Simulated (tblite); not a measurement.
Input of a run (GFN2-xTB geometry optimisation, gas phase (tblite 0.8.0)), started from a force field or distance geometry:
```
{"job": {"kind": "relax", "xc": "GFN2-xTB", "basis": "xTB"}, "charge": 0, "multiplicity": 1}
C      2.190700    -0.482900    -0.078800
C      0.957600    -0.201400     0.787000
P     -0.345900     0.259400    -0.322100
C     -1.488500    -1.151600    -0.446000
C     -1.319500     1.681300     0.212600
O      0.225900     0.561300    -1.676100
H      1.856300    -0.801600    -1.082100
H      2.779100    -1.333500     0.336900
H      2.867600     0.381200    -0.081900
H      1.178000     0.551800     1.579800
H      0.706200    -1.194700     1.256800
H     -1.017000    -1.864700    -1.158600
H     -2.462000    -0.768100    -0.765900
H     -1.534600    -1.595500     0.589500
H     -1.127500     2.020700     1.232800
H     -1.081600     2.516000    -0.488800
H     -2.391800     1.434200     0.095000
```

Output (eV, eV/Å):
```
step      E/eV     max force
  0    -565.60078    3.583
  1    -565.81460    2.525
  2    -565.89194    0.680
  3    -565.93011    0.636
  4    -565.97740    0.312
  5    -565.98863    0.236
  6    -565.99708    0.223
  7    -566.00399    0.282
  8    -566.01477    0.288
  9    -566.02394    0.243
 10    -566.03182    0.190
 11    -566.03850    0.203
 12    -566.04569    0.229
 13    -566.05383    0.270
 14    -566.06189    0.258
 15    -566.06895    0.194
 16    -566.07559    0.207
 17    -566.08152    0.186
 18    -566.08603    0.172
 19    -566.08930    0.129
 20    -566.09185    0.123
 21    -566.09426    0.141
 22    -566.09672    0.112
 23    -566.09904    0.119
 24    -566.10111    0.101
 25    -566.10309    0.116
 26    -566.10521    0.135
 27    -566.10768    0.136
 28    -566.11046    0.134
 29    -566.11337    0.149
 30    -566.11633    0.162
 31    -566.11954    0.148
 32    -566.12306    0.154
 33    -566.12684    0.162
 34    -566.13112    0.167
 35    -566.13622    0.220
 36    -566.14174    0.219
 37    -566.14677    0.168
 38    -566.14333    0.415
 39    -566.15482    0.168
 40    -566.15860    0.139
 41    -566.16796    0.180
 42    -566.17276    0.176
 43    -566.17809    0.219
 44    -566.18304    0.170
 45    -566.18841    0.181
 46    -566.19564    0.154
 47    -566.20129    0.169
 48    -566.20445    0.130
 49    -566.20732    0.102
 50    -566.20908    0.101
 51    -566.21054    0.094
 52    -566.21212    0.097
 53    -566.21429    0.098
 54    -566.21602    0.074
 55    -566.21707    0.070
 56    -566.21761    0.073
 57    -566.21836    0.071
 58    -566.21941    0.067
 59    -566.22084    0.092
 60    -566.22204    0.090
 61    -566.22318    0.090
 62    -566.22451    0.102
 63    -566.22630    0.092
 64    -566.22802    0.071
 65    -566.22917    0.066
 66    -566.22995    0.074
 67    -566.23060    0.063
 68    -566.23148    0.067
 69    -566.23285    0.073
 70    -566.23447    0.116
 71    -566.23552    0.105
 72    -566.23694    0.097
 73    -566.23851    0.076
 74    -566.24020    0.076
 75    -566.24165    0.085
 76    -566.24312    0.088
 77    -566.24479    0.089
 78    -566.24672    0.091
 79    -566.24860    0.090
 80    -566.25009    0.091
 81    -566.25114    0.144
 82    -566.25235    0.076
 83    -566.25355    0.055
 84    -566.25441    0.058
 85    -566.25535    0.076
 86    -566.25655    0.104
 87    -566.25872    0.110
 88    -566.26091    0.096
 89    -566.26234    0.081
 90    -566.26329    0.078
 91    -566.26403    0.080
 92    -566.26580    0.075
 93    -566.26690    0.081
 94    -566.26791    0.089
 95    -566.26874    0.068
 96    -566.26946    0.063
 97    -566.27055    0.078
 98    -566.27152    0.078
 99    -566.27285    0.115
100    -566.27393    0.075
101    -566.27474    0.064
102    -566.27518    0.067
103    -566.27580    0.065
104    -566.27641    0.073
105    -566.27697    0.053
106    -566.27738    0.041
107    -566.27772    0.037
108    -566.27792    0.033
109    -566.27807    0.029
110    -566.27817    0.026
111    -566.27826    0.023
112    -566.27835    0.030
113    -566.27847    0.025
114    -566.27865    0.031
115    -566.27886    0.035
116    -566.27914    0.038
117    -566.27950    0.035
118    -566.27998    0.045
119    -566.28054    0.049
120    -566.28108    0.048
121    -566.28155    0.044
122    -566.28195    0.041
123    -566.28230    0.039
124    -566.28262    0.031
125    -566.28289    0.026
126    -566.28304    0.034
127    -566.28313    0.021
128    -566.28316    0.012
129    -566.28318    0.008
```

Task: Summarise the run.

Result: The energy falls by 65.8 kJ/mol over 129 L-BFGS steps, the largest force on an atom goes from 3.58 to 0.008 eV/Å, and the atoms move by 0.749 Å rms after alignment. The bond that changes most is C2–P3 (sp3 carbon bound to phosphorus to phosphoryl phosphorus), which lengthens by 0.072 Å. Bonds longer at the end by more than 0.005 Å: 3 of 16; shorter: 13. Among the angles that change most is C2–P3–C5, from 114.6° to 104.7°. Among the dihedrals that turn most is C4–P3–C5–H15, from 110° to 55°. The energy rose by more than 1e-5 eV at step 38. The first step brought 31 % of the lowering.

Task: What are the final bond lengths?

Result: C1–C2 1.520 Å, C2–P3 1.845 Å, P3–C4 1.835 Å, P3–C5 1.835 Å, P3=O6 1.468 Å, C1–H7 1.088 Å, C1–H8 1.088 Å, C1–H9 1.088 Å, C2–H10 1.093 Å, C2–H11 1.090 Å, C4–H12 1.088 Å, C4–H13 1.089 Å, C4–H14 1.085 Å, C5–H15 1.085 Å, C5–H16 1.088 Å, C5–H17 1.088 Å. Numbering counts from 1 in the input's order; the species is `CCP(C)(C)=O`.

Its GFN2-xTB frequencies are all real (lowest 63 cm⁻¹). One conformer, not necessarily the lowest.

These are computed values.
